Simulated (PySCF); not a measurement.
**How methods differ on the ionisation energy of He**

He 1s2 (1S) → He+ 1s1 (2S), as a difference of total energies. All numbers are calculated (PySCF 2.14, no relativity, point nucleus, in aug-cc-pVTZ (4s3p2d, 23 functions)). Correlated levels: valence: nothing frozen. The calculations carry no spin-orbit coupling.

| method | ionisation energy (eV) | error (eV) |
| --- | --- | --- |
| UHF | 23.463 | -1.124 |
| LDA | 24.308 | -0.279 |
| PBE | 24.472 | -0.115 |
| PBE0 | 24.456 | -0.131 |
| r2SCAN | 24.629 | +0.042 |
| BLYP | 24.817 | +0.230 |
| LC-wPBE | 24.642 | +0.055 |
| HSE06 | 24.472 | -0.115 |
| wB97M-V | 24.754 | +0.167 |
| MP2 (valence) | 24.378 | -0.209 |
| SCS-MP2 (valence) | 24.561 | -0.026 |

Reference: 24.587 eV (measured; NIST Atomic Spectra Database, ionization energies).

Errors of the correlated levels include the incompleteness of this basis.
